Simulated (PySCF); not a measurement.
```xyz
4
charge 0 multiplicity 1, angstrom
Si    1.1011    0.0000   -0.0276
Si   -1.1011    0.0000   -0.0276
H     0.0000    0.9874    0.7617
H     0.0000   -0.9874    0.7617
```

Level of theory: PySCF, PBE0, basis Si def2-TZVP, H def2-TZVP (no relativity, density fitting).

This geometry of Si₂H₂ is a stationary point at this level.

Task: What is the point group?

Result: C2v.

Task: Is it a minimum?

Result: Yes: all harmonic wavenumbers are real.

Task: Give the ideal-gas entropy at 298.15 K and 1 bar by parts.

Result: translation 159.5, rotation 82.8, vibration 3.3, spin 0.0; total 245.6 J/(mol K).

Task: What is the atomisation energy, with and without zero-point energy?

Result: 960 kJ/mol without, 918 kJ/mol with.

Other isomers or separated fragments may lie lower.
